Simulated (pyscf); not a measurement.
Four-centre exchange: HO–Sc(OH)–OH (SMILES [OH][Sc]([OH])[OH]) + H₂S (SMILES S) → HO–Sc(OH)–SH (SMILES [OH][Sc]([OH])[SH]) + H₂O (SMILES O)

Gas phase, singlet surface, charge 0. Bonds broken: Sc1–O2, S8–H9. Bonds formed: Sc1–S8, O2–H9. Optimised with ωB97X-D3(BJ)/def2-SVP in PySCF.

Transition state (Å):

```xyz
10

Sc    -1.1068     0.3508    -0.1035
O     -1.4643     0.8445     1.8140
O      0.5234    -0.4775    -0.4033
O     -2.5864    -0.1336    -1.1064
H     -1.0225     0.6489     2.6457
H      1.1641    -1.0515    -0.8246
H     -3.2656    -0.5385    -1.6457
S     -0.9911     3.0214     0.0631
H     -1.2498     2.1577     1.2643
H     -2.2982     3.1166    -0.2533
```

One imaginary mode, 566i cm⁻¹; descent along it reached the two sides named, in the forms told below.

| bond | change | reactant side (Å) | saddle | product side |
|---|---|---|---|---|
| Sc1–O2 | breaks | 1.900 | 2.012 | 2.231 |
| S8–H9 | breaks | 1.353 | 1.502 | 2.462 |
| Sc1–S8 | forms | 2.7 | 2.7 | 2.476 |
| O2–H9 | forms | 2.436 | 1.440 | 0.983 |

Electronic energies relative to the separated reactants (kcal/mol):

```tsv
level	barrier	reaction energy	reverse barrier
ωB97X-D3(BJ)/def2-TZVP	-13.4	+1.4	-14.8
PBE/def2-TZVP	-12.3	+4.0	-16.2
r²SCAN/def2-TZVP	-12.9	+3.9	-16.8
B3LYP-D3(BJ)/def2-TZVP	-11.0	+4.6	-15.6
PBE0-D3(BJ)/def2-TZVP	-12.7	+2.7	-15.4
M06-2X/def2-TZVP	-11.6	+3.6	-15.2
ωB97M-D3(BJ)/def2-TZVP	-8.7	+4.7	-13.4
HF/def2-TZVP	2.8	+4.6	-1.8
```

With ωB97M-D3(BJ)/def2-TZVP energies and thermal terms (ideal gas, 1 atm, RRHO with modes under 100 cm⁻¹ raised to 100, one conformer, R ln 2 for chiral ones without a mode under 150 cm⁻¹), in kcal/mol:

| T (K) | ΔH‡ | ΔG‡ | ΔH | ΔG |
|---|---|---|---|---|
| 298 | -9.2 | 1.3 | +6.5 | +6.2 |
| 600 | -8.8 | 11.9 | +6.5 | +5.8 |
| 900 | -8.2 | 22.2 | +6.4 | +5.4 |
| 1200 | -7.4 | 32.2 | +6.2 | +5.1 |

On the reactant side the descent ends in an adduct with a S–Sc contact, 18.0 kcal/mol under the separated species and 4.6 kcal/mol under the saddle at ωB97X-D3(BJ)/def2-TZVP. On the product side the descent ends in an adduct with a O–Sc contact, 27.0 kcal/mol under the separated species and 12.2 kcal/mol under the saddle at ωB97X-D3(BJ)/def2-TZVP. At ωB97X-D3(BJ), PBE, r²SCAN, B3LYP-D3(BJ), PBE0-D3(BJ), M06-2X, ωB97M-D3(BJ) the saddle lies under the separated reactants, which points to a path from their complex (located at ωB97X-D3(BJ) alone). At ωB97X-D3(BJ), PBE, r²SCAN, B3LYP-D3(BJ), PBE0-D3(BJ), M06-2X, ωB97M-D3(BJ), HF the saddle lies under the separated products, which points to a path from their complex (located at ωB97X-D3(BJ) alone), and parting the products costs more than the saddle. What is counted as formed (S–Sc) is already present as a longer contact in the reactant adduct; forming that adduct is a step of its own. What is counted as broken (O–Sc) persists as a longer contact in the product adduct; parting that adduct is a step of its own. One saddle was located; it need not be the lowest between these sides.
